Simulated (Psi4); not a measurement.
**A workflow on CH3NSi (Si(CN)H3)**

We compute a structure relaxation (singlet CH3NSi, TPSS-D4/6-31G), then a single-point energy (doublet CH3NSi+, UTPSS-D4/6-31G), then a geometry optimisation (doublet CH3NSi+, UTPSS-D4/6-31G), then the energy (singlet CH3NSi, TPSS-D4/6-31G) of CH3NSi. 

The calculation is run with Psi4 1.11.

**1. The structure to begin with**

CH3NSi: 6 atoms, total charge 0, spin state singlet. As SMILES, `[H][Si]([H])([H])C#N`. The shape is that of a GFN2-xTB optimisation. The run starts from this shape.

Bond lengths: Si1–C2 1.866 Å, C2–N3 1.145 Å, Si1–H4 1.462 Å, Si1–H5 1.461 Å, Si1–H6 1.462 Å. Angles: Si1–C2–N3 179.6°, C2–Si1–H4 106.2°, C2–Si1–H5 106.3°, C2–Si1–H6 106.3°, H4–Si1–H5 112.5°, H4–Si1–H6 112.5°, H5–Si1–H6 112.4°.

**2. A structure relaxation at TPSS-D4/6-31G (density fitting) (run 1)**

input.in reads:

```
memory 1600 mb

molecule molecule1 {
  0 1
  Si    -0.005910     0.005310    -0.607820
  C      0.007280    -0.009780     1.257730
  N      0.023780    -0.021100     2.402800
  H      1.395010     0.016460    -1.024950
  H     -0.715770     1.218710    -1.003950
  H     -0.704390    -1.209600    -1.023800
  units angstrom
  symmetry c1
}

set basis 6-31G

E, wfn = optimize("tpss-d4", return_wfn=True)
```

The run is started by

```sh
psi4 input.in input.out -n 1
```

input.out:

```text
[...]
  Running in c1 symmetry.
[...]
  Nuclear repulsion =   82.887837989854177
[...]
  Multiplicity = 1
[...]
  Nalpha       = 15
  Nbeta        = 15
[...]
    Number of basis functions: 37
[...]
   @DF-RKS iter   1:  -383.97399740750365   -3.92628e-01   1.24724e-02 DIIS/ADIIS
[...]
   @DF-RKS iter   7:  -384.10178583360806    2.27374e-13   1.13757e-09 DIIS
[...]
    Orbital Energies [Eh]
    ---------------------
    Doubly Occupied:
       1A    -65.731658     2A    -14.143106     3A    -10.037403
       4A     -5.172679     5A     -3.548204     6A     -3.545884
       7A     -3.545884     8A     -0.857981     9A     -0.574556
      10A     -0.429468    11A     -0.367523    12A     -0.367503
      13A     -0.310713    14A     -0.307664    15A     -0.307654
[...]
  @DF-RKS Final Energy:  -384.10178583360806
   => Energetics <=
    Nuclear Repulsion Energy =             81.3928856202997082
    One-Electron Energy =                -689.0689805324323061
    Two-Electron Energy =                 257.8549032717075420
    DFT Exchange-Correlation Energy =     -34.2762324388874902
    Empirical Dispersion Energy =          -0.0043617542955389
    VV10 Nonlocal Energy =                  0.0000000000000000
    Total Energy =                       -384.1017858336080621
[...]
  -Total Gradient:
     Atom            X                  Y                   Z
    ------   -----------------  -----------------  -----------------
       1        0.000042524519    -0.000008442933    -0.000196892027
       2       -0.000123383483     0.000027528356     0.000032250491
       3        0.000081651886    -0.000019550130     0.000026853971
       4       -0.000014946358     0.000005014129     0.000029329757
       5        0.000012387152    -0.000016567666     0.000015372209
       6        0.000002287939     0.000013784360     0.000032946634
[...]
```

Standard output:

```text
Optimizer: Optimization complete!
```

It took 38 s on 1 thread of AMD EPYC 7R43 (Zen 3), shared host; peak memory 0.54 GiB.

Step by step:

```
step  energy from the first frame kept (eV)  largest force (eV/Å)
   0                                 0.0000                4.7168
   1                                -0.1230                0.4158
   2                                -0.1243                0.0484
   3                                -0.1243                0.0104
```

After the run. Bond lengths: Si1–C2 1.874 Å, C2–N3 1.184 Å, Si1–H4 1.493 Å, Si1–H5 1.493 Å, Si1–H6 1.493 Å. Angles: Si1–C2–N3 179.8°, C2–Si1–H4 108.0°, C2–Si1–H5 108.0°, C2–Si1–H6 108.0°, H4–Si1–H5 110.9°, H4–Si1–H6 110.9°, H5–Si1–H6 110.9°.

**3. The doublet cation: a single-point energy at UTPSS-D4/6-31G (density fitting) (run 2)**

ch3nsi.xyz reads:

```xyz
6
CH3NSi
Si    -0.005429     0.005387    -0.618491
C      0.008729    -0.010211     1.255624
N      0.021649    -0.021025     2.439299
H      1.411560     0.016608    -1.089392
H     -0.725157     1.235330    -1.064502
H     -0.712554    -1.224407    -1.084636
```

job.py reads:

```python
import psi4

psi4.set_memory(1600000000)
psi4.set_num_threads(1)
psi4.core.set_output_file('ch3nsi.out', False)

with open('ch3nsi.xyz') as f:
    atoms = ''.join(f.readlines()[2:])
geom = psi4.geometry('1 2\n' + atoms + 'symmetry c1')

psi4.set_options(dict(basis='6-31G', reference='uks'))

E = psi4.energy("TPSS-D4")
print('E =', round(E, 9))
```

The run is started by

```sh
python job.py
```

ch3nsi.out:

```text
[...]
  Running in c1 symmetry.
[...]
  Nuclear repulsion =   81.392883649377254
[...]
  Multiplicity = 2
[...]
  Nalpha       = 15
  Nbeta        = 14
[...]
    Number of basis functions: 37
[...]
   @DF-UKS iter   1:  -383.52495230702266   -1.76393e-02   1.17003e-02 DIIS/ADIIS
[...]
   @DF-UKS iter  19:  -383.66407509206556   -1.85366e-10   7.53315e-07 DIIS
[...]
   @S^2 Observed:                7.556717664E-01
[...]
  @DF-UKS Final Energy:  -383.66407509206556
   => Energetics <=
    Nuclear Repulsion Energy =             81.3928836493772536
    One-Electron Energy =                -681.0257721535838300
    Two-Electron Energy =                 249.9083283839175067
    DFT Exchange-Correlation Energy =     -33.9360793935532072
    Empirical Dispersion Energy =          -0.0034355782232556
    VV10 Nonlocal Energy =                  0.0000000000000000
    Total Energy =                       -383.6640750920655591
[...]
 Multipole Moments:
 ------------------------------------------------------------------------------------
     Multipole            Electronic (a.u.)      Nuclear  (a.u.)        Total (a.u.)
 ------------------------------------------------------------------------------------
 L = 1.  Multiply by 2.5417464519 to convert [e a0] to [Debye]
 Dipole X            :         -0.0325652           -0.0361039           -0.0686691
 Dipole Y            :          0.0685978            0.0378335            0.1064312
 Dipole Z            :          3.1038443           -4.4799971           -1.3761528
 Magnitude           :                                                    1.3819694
[...]
```

The script printed:

```text
E = -383.664075092
```

Wall time 30 s (1 thread of AMD EPYC 7R43 (Zen 3), shared host); peak memory 0.51 GiB.

**4. The doublet cation: a structure relaxation at UTPSS-D4/6-31G (density fitting) (run 3)**

ch3nsi.py reads:

```python
import psi4

psi4.set_memory('1600 MB')
psi4.set_num_threads(1)
psi4.set_output_file('run.log', False)

mol = psi4.geometry("""
1 2
Si    -0.005429     0.005387    -0.618491
C      0.008729    -0.010211     1.255624
N      0.021649    -0.021025     2.439299
H      1.411560     0.016608    -1.089392
H     -0.725157     1.235330    -1.064502
H     -0.712554    -1.224407    -1.084636
symmetry c1
""")

psi4.set_options({
    'basis': '6-31G',
    'reference': 'uks',
})

e = psi4.optimize("TPSS-D4", molecule=mol)
print(f'TPSS-D4 energy: {e:.10f} Eh')
print(mol.to_string(dtype='xyz', units='Angstrom'))
```

The run is started by

```sh
python ch3nsi.py
```

run.log:

```text
[...]
  Running in c1 symmetry.
[...]
  Nuclear repulsion =   81.392883649377254
[...]
  Multiplicity = 2
[...]
  Nalpha       = 15
  Nbeta        = 14
[...]
    Number of basis functions: 37
[...]
   @DF-UKS iter   0:  -383.67246641346230   -3.83672e+02   9.67929e-04
[...]
   @DF-UKS iter   8:  -383.67276414987452   -5.68434e-13   2.13450e-09 DIIS
[...]
   @S^2 Observed:                7.613943294E-01
[...]
  @DF-UKS Final Energy:  -383.67276414987452
   => Energetics <=
    Nuclear Repulsion Energy =             80.6783372684407425
    One-Electron Energy =                -679.7011438134306900
    Two-Electron Energy =                 249.2476133518239862
    DFT Exchange-Correlation Energy =     -33.8941120623540755
    Empirical Dispersion Energy =          -0.0034588943545052
    VV10 Nonlocal Energy =                  0.0000000000000000
    Total Energy =                       -383.6727641498745243
[...]
  -Total Gradient:
     Atom            X                  Y                   Z
    ------   -----------------  -----------------  -----------------
       1        0.000024136272     0.000005152998    -0.000008473923
       2       -0.000148578786    -0.000101201376    -0.000084838991
       3        0.000094279535     0.000058283379     0.000056598601
       4        0.000005301262     0.000010756479    -0.000011735312
       5        0.000023266280     0.000024831335    -0.000003814565
       6        0.000010626621    -0.000007055391    -0.000006153597
[...]
```

The script printed:

```text
Optimizer: Optimization complete!
TPSS-D4 energy: -383.6727641499 Eh
6
1 2 CH3NSi
Si                    0.057303916373    -0.106115889245    -1.124904342778
C                    -0.064132761983     0.108983226723     0.734146736809
N                    -0.049660829483     0.102666160049     1.944330107691
H                     1.439429841921     0.140180165118    -1.611960523690
H                    -0.742073354678     1.272566059835    -1.309102682278
H                    -0.834473585866    -1.191124541795    -1.608485997851
```

Wall time 6.2 min (1 thread of AMD EPYC 7R43 (Zen 3), shared host); peak memory 0.53 GiB.

Steps, from the record of the run:

```
step  energy from the first frame kept (eV)  largest force (eV/Å)
   0                                 0.0000                3.5863
   1                                -0.1550                0.7347
   2                                -0.1880                0.4238
   3                                -0.2023                0.3163
   4                                -0.2161                0.1851
   5                                -0.2230                0.2287
   6                                -0.2273                0.2260
   7                                -0.2299                0.1799
   8                                -0.2065                0.4369
   9                                -0.2309                0.1386
  10                                -0.2257                0.2095
  11                                -0.2333                0.1392
  12                                -0.2357                0.0631
  13                                -0.2362                0.0461
  14                                -0.2364                0.0217
  15                                -0.2364                0.0145
  16                                -0.2364                0.0120
  17                                -0.2364                0.0102
```

After the run. Bond lengths: Si1–C2 1.875 Å, C2–N3 1.210 Å, Si1–H4 1.486 Å, Si1–H5 1.604 Å, Si1–H6 1.485 Å. Angles: Si1–C2–N3 171.8°, C2–Si1–H4 111.5°, C2–Si1–H5 89.0°, C2–Si1–H6 111.6°, H4–Si1–H5 106.5°, H4–Si1–H6 124.9°, H5–Si1–H6 106.9°.

**5. The energy at TPSS-D4/6-31G (density fitting) (run 4)**

calc.py reads:

```python
import psi4

psi4.set_memory(1600000000)
psi4.set_num_threads(1)
psi4.core.set_output_file('run.log', False)

mol = psi4.geometry("""
0 1
Si     0.11590257    -0.20843679    -1.17572334
C     -0.11358010     0.19804141     2.33737390
N     -0.08623198     0.18610401     4.62428833
H      2.72774218     0.25699519    -2.09612579
H     -1.39470292     2.39689460    -1.52380901
H     -1.56931361    -2.25880475    -2.08956088
units au
""")

psi4.set_options({
    'basis': '6-31G',
})

energy_value, wavefunction = psi4.energy("tpss-d4", return_wfn=True)
print('E =', round(energy_value, 9))
for k, v in sorted(psi4.core.scalar_variables().items()):
    print(f'{k:45s} {v:18.10f}')
```

The run is started by

```sh
python calc.py
```

run.log:

```text
[...]
  Running in c1 symmetry.
[...]
  Nuclear repulsion =   80.678344870061835
[...]
  Multiplicity = 1
[...]
  Nalpha       = 15
  Nbeta        = 15
[...]
    Number of basis functions: 37
[...]
   @DF-RKS iter   1:  -383.97389331799832   -5.14644e-01   1.17900e-02 ADIIS/DIIS
[...]
   @DF-RKS iter   9:  -384.08498843947433   -1.16031e-08   1.86088e-07 DIIS
[...]
  @DF-RKS Final Energy:  -384.08498843947433
   => Energetics <=
    Nuclear Repulsion Energy =             80.6783448700618351
    One-Electron Energy =                -687.6648085563861059
    Two-Electron Energy =                 257.1339798496170488
    DFT Exchange-Correlation Energy =     -34.2281145645404976
    Empirical Dispersion Energy =          -0.0043900382267009
    VV10 Nonlocal Energy =                  0.0000000000000000
    Total Energy =                       -384.0849884394743299
[...]
 Multipole Moments:
 ------------------------------------------------------------------------------------
     Multipole            Electronic (a.u.)      Nuclear  (a.u.)        Total (a.u.)
 ------------------------------------------------------------------------------------
 L = 1.  Multiply by 2.5417464519 to convert [e a0] to [Debye]
 Dipole X            :          0.3348509           -0.1271502            0.2077007
 Dipole Y            :         -0.5771756            0.2051526           -0.3720230
 Dipole Z            :          2.8311732           -4.2764862           -1.4453130
 Magnitude           :                                                    1.5068080
[...]
```

Standard output:

```text
E = -384.084988439
CURRENT ENERGY                                   -384.0849884395
CURRENT REFERENCE ENERGY                         -384.0849884395
DD SOLVATION ENERGY                                 0.0000000000
DFT FUNCTIONAL TOTAL ENERGY                      -384.0805984012
DFT TOTAL ENERGY                                 -384.0849884395
DFT VV10 ENERGY                                     0.0000000000
DFT XC ENERGY                                     -34.2281145645
DISPERSION CORRECTION ENERGY                       -0.0043900382
GRID ELECTRONS ALPHA                               15.0000019227
GRID ELECTRONS BETA                                15.0000019227
GRID ELECTRONS TOTAL                               30.0000038454
NUCLEAR REPULSION ENERGY                           80.6783448701
ONE-ELECTRON ENERGY                              -687.6648085564
PCM POLARIZATION ENERGY                             0.0000000000
PE ENERGY                                           0.0000000000
SCF ITERATION ENERGY                             -384.0849884395
SCF ITERATIONS                                      9.0000000000
SCF TOTAL ENERGY                                 -384.0849884395
TPSS-D4(BJ,EEQ)ATM DISPERSION CORRECTION ENERGY      -0.0043900382
TWO-ELECTRON ENERGY                               257.1339798496
XC GRID RADIAL POINTS                              75.0000000000
XC GRID SPHERICAL POINTS                          302.0000000000
XC GRID TOTAL POINTS                           130451.0000000000
```

Wall time 13 s (1 thread of AMD EPYC 7R43 (Zen 3), shared host); peak memory 0.51 GiB.

**6. Summary of results**

| quantity | value |
| --- | --- |
| run 1, TPSS-D4/6-31G: total energy at the end | -384.10179 Eh |
| run 1, TPSS-D4/6-31G: dipole moment | 3.43 D |
| run 1, TPSS-D4/6-31G: HOMO energy | -8.37 eV |
| run 1, TPSS-D4/6-31G: LUMO energy | -1.03 eV |
| run 1, TPSS-D4/6-31G: HOMO–LUMO gap | 7.34 eV |
| run 1, TPSS-D4/6-31G: dispersion energy | -11.45 kJ/mol |
| doublet cation, run 2: total energy | -383.66408 Eh |
| doublet cation, run 2: HOMO energy (highest over α and β) | -15.37 eV |
| doublet cation, run 2: LUMO energy (lowest over α and β) | -15.21 eV |
| doublet cation, run 2: dispersion energy | -9.02 kJ/mol |
| doublet cation, run 2: ⟨S²⟩ | 0.756 |
| doublet cation, run 3: total energy at the end | -383.67276 Eh |
| doublet cation, run 3: HOMO energy (highest over α and β) | -15.35 eV |
| doublet cation, run 3: LUMO energy (lowest over α and β) | -14.47 eV |
| doublet cation, run 3: dispersion energy | -9.08 kJ/mol |
| doublet cation, run 3: ⟨S²⟩ | 0.761 |
| run 4, TPSS-D4/6-31G: total energy | -384.08499 Eh |
| run 4, TPSS-D4/6-31G: dipole moment | 3.83 D |
| run 4, TPSS-D4/6-31G: HOMO energy | -7.79 eV |
| run 4, TPSS-D4/6-31G: LUMO energy | -1.46 eV |
| run 4, TPSS-D4/6-31G: HOMO–LUMO gap | 6.34 eV |
| run 4, TPSS-D4/6-31G: dispersion energy | -11.53 kJ/mol |
| adiabatic ionisation energy (to the doublet cation, no zero-point term) | 11.674 eV |

In words: The adiabatic ionisation energy (to the doublet cation, no zero-point term) is 11.67 eV (1126 kJ/mol). The optimisation (run 1, TPSS-D4/6-31G) took 4 steps and changed the energy by -0.124 eV. The optimisation (doublet cation, run 3) took 18 steps and changed the energy by -0.236 eV.
